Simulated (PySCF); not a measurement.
## Reproducing measurements on C3H3N

**The experiment to reproduce.**

NIST CCCBDB Release 22 (SRD 101), experimental dipoles lists, for the gas: dipole moment (molecular beam) 3.882 D.

How close the calculation comes is told at the end.

C3H3N.
Numbering: `[CH2:1]=[CH:2][C:3]#[N:4]` (hydrogens: H5, H6 on C1; H7 on C2)

Structure used (GFN2-xTB), in Å, numbered top down from 1:
```
atom  x, y, z in Å
C1    -0.162    0.873   -0.558
C2     0.462   -0.152    0.011
C3    -0.215   -1.117    0.786
N4    -0.756   -1.907    1.417
H5    -1.226    1.013   -0.452
H6     0.371    1.601   -1.145
H7     1.530   -0.306   -0.085
```

Runs made with PySCF (gas phase, on this GFN2-xTB geometry; no spin–orbit coupling):

```csv
level,job,basis functions,wall time
PBE0/pcSseg-1,"shieldings, charges and field gradients",83,3.4 s
B3LYP/pcJ-1,spin–spin couplings from 7 perturbed nuclei,138,8.1 s
```

Hardware: one thread of an Arm Neoverse V2, no GPU, shared host.

**Comparison with experiment**

**Dipole moment.** Measured: 3.882 D (NIST CCCBDB Release 22 (SRD 101), experimental dipoles).

```tsv
level	computed (D)	computed − measured (D)	% (from the printed values)
PBE0/pcSseg-1	3.956	+0.074	+2
B3LYP/pcJ-1	3.951	+0.069	+2
```

The computed dipoles belong to one fixed geometry; measured ones are averaged over vibrations unless marked μe. Magnitudes are compared, not signs.

The geometry is computed, not the measured one. Where a level misses, the cause wasn't examined.
